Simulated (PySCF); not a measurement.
tetrafluoromethane (CF4), SMILES FC(F)(F)F.

Geometry optimised at B3LYP-D3(BJ)/def2-SVP.

Level of theory: B3LYP-D3(BJ)/def2-SVP (PySCF).

No scaling factor is applied to the harmonic values.

Modes within 1.5 cm⁻¹ of each other (mostly degenerate sets) share a row, with their intensities summed.

Computed normal modes with their intensities:
| mode | ν (cm⁻¹) | IR (km/mol) | moving atoms (share of kinetic energy) |
|---|---|---|---|
| 1–2 | 437 | 0.0 | F 100 % |
| 3–5 | 630 | 14.8 | F 93 % |
| 6 | 918 | 0.0 | F 100 % |
| 7–9 | 1305 | 1304.1 | C 79 %, F 21 % |
